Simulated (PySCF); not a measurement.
Values are calculated unless marked as measured or tabulated.
C2H3F2O

The system: C2H3F2O, a small molecule (built as: C site whose three back bonds go to OH, F, F; end group CH2); neutral, doublet. The structure, one conformer, was relaxed in the gas phase by PBE0-D3(BJ)/def2-SVP. No frequency run checks that it is a minimum.

SMILES: [CH2]C(O)(F)F

Coordinates in Å:
```
C1     -0.255   -0.245    0.072
O2     -1.085    0.824    0.078
F3     -0.322   -0.884    1.273
F4     -0.685   -1.159   -0.840
C5      1.142    0.160   -0.221
H6     -1.977    0.508    0.281
H7      1.487    0.168   -1.254
H8      1.743    0.591    0.580
```

EPR values by unrestricted B3LYP, IGLO-III on C F O, pcH-1 on H.

Predict g and the largest hyperfine couplings. Where does the spin sit?

g = 2.0022, 2.0022, 2.0028. The spin sits on C5 (111 %, bonded to 1 C + 2 H) by Mulliken populations.
```tsv
atom	isotope	isotropic (MHz)	dipolar, principal values (MHz)
C5	13C	96.4	-82.9, -82.3, 165.2
F3	19F	64.3	-38.3, -34.7, 73.0
H7	1H	-66.6	-39.4, -1.6, 41.1
H8	1H	-65.8	-39.3, -1.8, 41.1
F4	19F	31.6	-26.6, -21.7, 48.3
O2	17O	-59.1	-5.8, 2.8, 3.0
```

How do the isotropic couplings move with BHandHLYP?

C5 96.4 to 123.0 MHz, F3 64.3 to 67.1 MHz, H7 -66.6 to -78.6 MHz, H8 -65.8 to -77.4 MHz.
